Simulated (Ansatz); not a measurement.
```xyz
11

C     0.840   -1.591    0.933
C     0.812   -0.356    0.473
S     1.362    1.256    0.768
C     0.286    0.531   -0.547
C    -1.167    0.906   -0.578
H     0.306   -2.377    0.411
H     1.390   -1.852    1.828
H     0.785    0.502   -1.514
H    -1.577    0.935    0.432
H    -1.311    1.882   -1.046
H    -1.726    0.166   -1.160
```

The species carries charge 0 and has multiplicity 1.

Problem. List the CAM-B3LYP/def2-TZVPP orbital energies in eV (the Gaussian-basis code of Ansatz). (Estimate.)

Solution. Ansatz gave: Occupied: -2419.88, -280.30, -280.08, -278.95, -278.80, -217.89, -162.47, -162.41, -162.24, -26.49, -22.55, -21.75, -18.46, -16.53, -14.98, -13.98, -13.90, -13.43, -12.52, -10.35, -10.01, -9.94, -7.70. Lowest empty: 1.05, 1.12, 2.29, 3.02, 3.29, 3.33, 3.79, 4.13.
